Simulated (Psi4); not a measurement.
# BH2F− (SMILES [BH2-]F) at UMP2/cc-pCVQZ (density fitting, density fitting for correlation, sweep point 7)

What is the vertical electron affinity of BH2F− at UMP2/cc-pCVQZ (density fitting, density fitting for correlation, sweep point 7)? 

The calculation is run with Psi4 1.11.

## Step 1: The structure to begin with

BH2F− has 4 atoms, charge -1, and is taken as a doublet. As SMILES, `[BH2-]F`. The shape is that of a GFN2-xTB optimisation.

Bond lengths: B1–F2 1.499 Å, B1–H3 1.242 Å, B1–H4 1.242 Å. Angles: F2–B1–H3 108.4°, F2–B1–H4 108.4°, H3–B1–H4 113.0°.

## Step 2: A single-point energy at UMP2/cc-pCVQZ (density fitting, density fitting for correlation, sweep point 7)

Contents of calc.dat:

```
memory 1600 mb

molecule mol {
  -1 2
  B     -0.086340     0.304430     0.102380
  F      1.031910    -0.468820     0.732960
  H     -1.140340    -0.333670     0.256190
  H      0.194760     0.498060    -1.091520
  symmetry c1
}

set {
  basis           cc-pCVQZ
  reference       uhf
  puream          true
  scf_type        df
  num_frozen_docc 0
  maxiter         150
}

E, wfn = energy('mp2', return_wfn=True)
print_variables()
```

Launch:

```console
$ psi4 -i calc.dat -o calc.out -n 1
```

calc.out:

```text
[...]
  Running in c1 symmetry.
[...]
  Nuclear repulsion =   24.681591575925811
[...]
  Multiplicity = 2
[...]
  Nalpha       = 9
  Nbeta        = 8
[...]
    Number of basis functions: 228
[...]
   @DF-UHF iter   1:  -125.26581353931357   -9.24480e-01   1.54807e-03 ADIIS/DIIS
[...]
   @DF-UHF iter  12:  -125.32457661291201   -4.62705e-11   5.84066e-09 DIIS
[...]
   @S^2 Observed:                7.547032211E-01
[...]
    Orbital Energies [Eh]
    ---------------------
    Alpha Occupied:
       1A    -25.998357     2A     -7.376520     3A     -1.286830
       4A     -0.488428     5A     -0.389460     6A     -0.385629
       7A     -0.332671     8A     -0.205660     9A     -0.040141
    Alpha Virtual:
      10A      0.335227    11A      0.355624    12A      0.371484
      13A      0.399208    14A      0.419140    15A      0.474045
      16A      0.597499    17A      0.621414    18A      0.623498
      19A      0.677309    20A      0.689549    21A      0.716599
      22A      0.820272    23A      0.874428    24A      0.963291
      25A      1.010038    26A      1.039283    27A      1.044488
[...]
  @DF-UHF Final Energy:  -125.32457661291201
   => Energetics <=
    Nuclear Repulsion Energy =             24.6815915759258111
    One-Electron Energy =                -227.1565110903965206
    Two-Electron Energy =                  77.1503429015587017
    Total Energy =                       -125.3245766129120113
  UHF NO Occupations:
  HONO-2 :    7  A 1.9995771
  HONO-1 :    8  A 1.9983473
[...]
 Multipole Moments:
 ------------------------------------------------------------------------------------
     Multipole            Electronic (a.u.)      Nuclear  (a.u.)        Total (a.u.)
 ------------------------------------------------------------------------------------
 L = 1.  Multiply by 2.5417464519 to convert [e a0] to [Debye]
 Dipole X            :          2.4873985           -1.7653708            0.7220277
 Dipole Y            :         -0.9305358            0.3023381           -0.6281977
 Dipole Z            :          1.8900776           -1.5623787            0.3276989
 Magnitude           :                                                    1.0116041
[...]
```

Wall time 2.9 s (1 thread of Intel Xeon 6975P-C (Granite Rapids), shared host); peak memory 0.4 GiB.

## Step 3: Singlet [BH2F]2−

Contents of bfh2.in:

```
memory 1.6 GB

molecule system {
  -2 1
  B     -0.086340     0.304430     0.102380
  F      1.031910    -0.468820     0.732960
  H     -1.140340    -0.333670     0.256190
  H      0.194760     0.498060    -1.091520
  symmetry c1
}

set {
  basis           cc-pCVQZ
  reference       rhf
  puream          true
  scf_type        df
  num_frozen_docc 0
}

energy('mp2')
print_variables()
```

Launch:

```console
$ psi4 -n 1 bfh2.in bfh2.out
```

bfh2.out:

```text
[...]
  Running in c1 symmetry.
[...]
  Nuclear repulsion =   24.681591575925811
[...]
  Multiplicity = 1
[...]
  Nalpha       = 9
  Nbeta        = 9
[...]
    Number of basis functions: 228
[...]
   @DF-RHF iter   1:  -124.81601954633334   -4.74686e-01   2.28269e-03 DIIS/ADIIS
[...]
   @DF-RHF iter  12:  -125.02518492258947   -4.77755e-10   9.15776e-09 DIIS
[...]
    Orbital Energies [Eh]
    ---------------------
    Doubly Occupied:
       1A    -25.787134     2A     -7.151564     3A     -1.078126
       4A     -0.267133     5A     -0.178046     6A     -0.174982
       7A     -0.109909     8A      0.013315     9A      0.263346
[...]
  @DF-RHF Final Energy:  -125.02518492258947
   => Energetics <=
    Nuclear Repulsion Energy =             24.6815915759258111
    One-Electron Energy =                -230.4730796993402180
    Two-Electron Energy =                  80.7663032008249360
    Total Energy =                       -125.0251849225894745
[...]
 Multipole Moments:
 ------------------------------------------------------------------------------------
     Multipole            Electronic (a.u.)      Nuclear  (a.u.)        Total (a.u.)
 ------------------------------------------------------------------------------------
 L = 1.  Multiply by 2.5417464519 to convert [e a0] to [Debye]
 Dipole X            :          3.8881253           -1.7653708            2.1227545
 Dipole Y            :         -2.5936064            0.3023381           -2.2912683
 Dipole Z            :          2.2513538           -1.5623787            0.6889751
 Magnitude           :                                                    3.1985440
[...]
```

Wall time 2.2 s (1 thread of Intel Xeon 6975P-C (Granite Rapids), shared host); peak memory 0.39 GiB.

## Step 4: Summary of results

Level: UMP2/cc-pCVQZ (density fitting, density fitting for correlation, sweep point 7).

| quantity | value |
| --- | --- |
| doublet BH2F−: total energy | -125.84006 Eh |
| doublet BH2F−: HOMO energy (Hartree–Fock orbitals) (highest over α and β) | -1.09 eV |
| doublet BH2F−: LUMO energy (Hartree–Fock orbitals) (lowest over α and β) | 8.52 eV |
| doublet BH2F−: correlation energy | -515.5 mEh |
| doublet BH2F−: ⟨S²⟩ of the reference determinant | 0.755 |
| singlet [BH2F]2−: total energy | -125.57700 Eh |
| singlet [BH2F]2−: HOMO energy (Hartree–Fock orbitals) | 7.17 eV |
| singlet [BH2F]2−: LUMO energy (Hartree–Fock orbitals) | 14.01 eV |
| singlet [BH2F]2−: HOMO–LUMO gap (to an unbound level, set by the basis) | 6.84 eV |
| singlet [BH2F]2−: correlation energy | -551.8 mEh |
| vertical electron affinity (to the singlet dianion) | -7.158 eV |

In words: The dianion lies 7.16 eV (691 kJ/mol) above the anion: the electron isn't bound at this level, and such a value depends on the basis. Without diffuse functions anions come out too high. The HOMO (singlet [BH2F]2−) lies at positive energy, 7.17 eV: the electron is unbound at this level or held by a compact basis; values depend on the basis.
